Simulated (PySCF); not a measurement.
Threshold energies of Cl2 in a plasma

PBE0 in PySCF with def2-TZVP on every atom, for the lowest determinant that a PBE0 search found; no spin–orbit coupling.

```json
{"species": "Cl2", "state (unpaired electrons)": "singlet (closed shell)", "Re (Å)": "1.982", "ωe (cm⁻¹)": "579", "energy of the minimum from the neutral (eV)": "0.00", "De (eV)": "2.57", "dissociates to": "Cl + Cl"}
{"species": "Cl₂⁺", "state (unpaired electrons)": "doublet (π ↑)", "Re (Å)": "1.884", "ωe (cm⁻¹)": "678", "energy of the minimum from the neutral (eV)": "11.30", "De (eV)": "4.23", "dissociates to": "Cl⁺ + Cl"}
```

**Question.** Work out the lowest energy to break Cl2 into atoms, from its vibrational ground state.

**Answer.** D0 = De − ωe/2 = 2.57 − 0.04 = 2.53 eV (PBE0/def2-TZVP).

**Question.** Work out the ionisation energy of the Cl atom at this level and the threshold of dissociative ionisation.

**Answer.** IE(Cl) = 11.30 + 4.23 − 2.57 = 12.96 eV, so Cl⁺ + Cl + e⁻ appears at D0 + IE(Cl) = 15.49 eV (PBE0/def2-TZVP). The measured IE(Cl) is 12.968 eV (NIST ASD).

These are thermodynamic thresholds; the onsets seen under electron impact lie higher where the geometry changes, and cross-sections peak well above them.

States were picked by a PBE0 search and need not be the measured ground states.
